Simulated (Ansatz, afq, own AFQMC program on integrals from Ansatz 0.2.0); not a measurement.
# CHB, triplet in 6-31G, levels against full CI

```xyz
3

B     0.0000    0.0000    1.7743
C     0.0000    0.0000   -0.3517
H     0.0000    0.0000   -1.4225
```

Connectivity, by distances: B ··· CH.

Basis 6-31G. Only valence electrons are correlated. Ansatz 0.2.0 and our own AFQMC program on the same integrals; the CISD trial comes from CCSD amplitudes, and released means the phaseless constraint is let go. Uncertainties: one standard error, sampling alone.

Determinant: UHF, the one that the program's search chose, which needn't be the lowest solution. The geometry is a point of a scan.

Full CI on the same integrals is exact in this basis and with this determinant's frozen core.

Cautions: lower spins were not checked; the determinant is a saddle point among determinants of its kind; strong correlation (T1 0.051, weight of the determinant 0.84, largest double 0.10); unrestricted determinant spin contaminated (⟨S²⟩ 2.19 against 2.00); the released energies are still falling, so no released level is given (meV from the phaseless value at times in 1/Eh: -11 ± 3 at 0.24, -17 ± 4 at 0.51, -30 ± 4 at 0.99, -33 ± 5 at 1.62, -41 ± 12 at 2.40), though the last usable value meets full CI within the noise.

* T1 diagnostic: 0.0512
* weight of the determinant in the CISD state: 0.844
* ⟨S²⟩ of the determinant: 2.188
* size of the correlated space: 8 electrons in 18 orbitals

Reference: full CI, correlation energy -3.537 eV.

```
        level  E − E(reference) (kcal/mol)  share of correlation (%)
           HF                        81.57                      0.00
          MP2                        29.36                     64.01
         CCSD                         3.55                     95.64
      CCSD(T)                         1.35                     98.34
        CCSDT                         0.20                     99.75
     CCSDT(Q)                        -0.07                    100.09
       CCSDTQ                         0.00                    100.00
ph-AFQMC/CISD                  0.93 ± 0.10                     98.86
```

CCSDT and higher add their correlation energy to the determinant of the CCSD(T) run, since their own runs factorise the integrals more tightly (a shift of under 2 meV). A walk keeps the symmetry of its determinant, which the program's search chose and which needn't be the lowest solution, so a lower state of the same spin and another symmetry isn't excluded.
